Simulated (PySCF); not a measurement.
Molecule (SMILES): [O+]([O-])=O.
Geometry (B3LYP-D3(BJ)/def2-TZVP, fixed):
```xyz
3

O     -0.0102     1.0756    -0.2169
O      0.0093     0.0011     0.4285
O      0.0009    -1.0767    -0.2116
```
Charge 0, spin multiplicity 1.

Basis-set convergence of the isotropic shielding of O1 at PBE with PySCF. GIAO, no density fitting; atoms are numbered in the order shown. All functions are spherical. No added dispersion term, no relativity. Reference: the value in pcseg-3, -1361.39 ppm, itself unsure by roughly 8.97 ppm (its distance from pcSseg-2). Deviations are taken from unrounded values.

```json
[
 {"basis": "cc-pVDZ", "functions": "42", "isotropic shielding of O1 (ppm)": "-1313.24"},
 {"basis": "aug-cc-pVDZ", "functions": "69", "isotropic shielding of O1 (ppm)": "-1223.58"},
 {"basis": "def2-SVP", "functions": "42", "isotropic shielding of O1 (ppm)": "-1320.16"},
 {"basis": "def2-SVPD", "functions": "69", "isotropic shielding of O1 (ppm)": "-1252.48"},
 {"basis": "pcseg-1", "functions": "42", "isotropic shielding of O1 (ppm)": "-1331.46"},
 {"basis": "aug-pcseg-1", "functions": "69", "isotropic shielding of O1 (ppm)": "-1268.68"},
 {"basis": "6-311G**", "functions": "54", "isotropic shielding of O1 (ppm)": "-1404.87"},
 {"basis": "6-311+G**", "functions": "66", "isotropic shielding of O1 (ppm)": "-1351.03"},
 {"basis": "cc-pVTZ", "functions": "90", "isotropic shielding of O1 (ppm)": "-1330.55"},
 {"basis": "aug-cc-pVTZ", "functions": "138", "isotropic shielding of O1 (ppm)": "-1295.17"},
 {"basis": "pcseg-2", "functions": "90", "isotropic shielding of O1 (ppm)": "-1352.96"},
 {"basis": "aug-pcseg-2", "functions": "138", "isotropic shielding of O1 (ppm)": "-1343.70"},
 {"basis": "def2-TZVPP", "functions": "93", "isotropic shielding of O1 (ppm)": "-1331.87"},
 {"basis": "def2-TZVPPD", "functions": "120", "isotropic shielding of O1 (ppm)": "-1317.40"},
 {"basis": "def2-QZVPP", "functions": "171", "isotropic shielding of O1 (ppm)": "-1344.56"},
 {"basis": "def2-QZVPPD", "functions": "198", "isotropic shielding of O1 (ppm)": "-1336.65"}
]
```

What the diffuse functions change, pair by pair:
- cc-pVDZ to aug-cc-pVDZ: 27 more functions, deviation 48.16 to 137.82 ppm
- def2-SVP to def2-SVPD: 27 more functions, deviation 41.23 to 108.92 ppm
- pcseg-1 to aug-pcseg-1: 27 more functions, deviation 29.93 to 92.71 ppm
- 6-311G** to 6-311+G**: 12 more functions, deviation -43.48 to 10.36 ppm
- cc-pVTZ to aug-cc-pVTZ: 48 more functions, deviation 30.85 to 66.23 ppm
- pcseg-2 to aug-pcseg-2: 48 more functions, deviation 8.44 to 17.69 ppm
- def2-TZVPP to def2-TZVPPD: 27 more functions, deviation 29.52 to 44.00 ppm
- def2-QZVPP to def2-QZVPPD: 27 more functions, deviation 16.83 to 24.75 ppm

They bring the value nearer the reference by more than 8.97 ppm in 1 of 8 pairs.
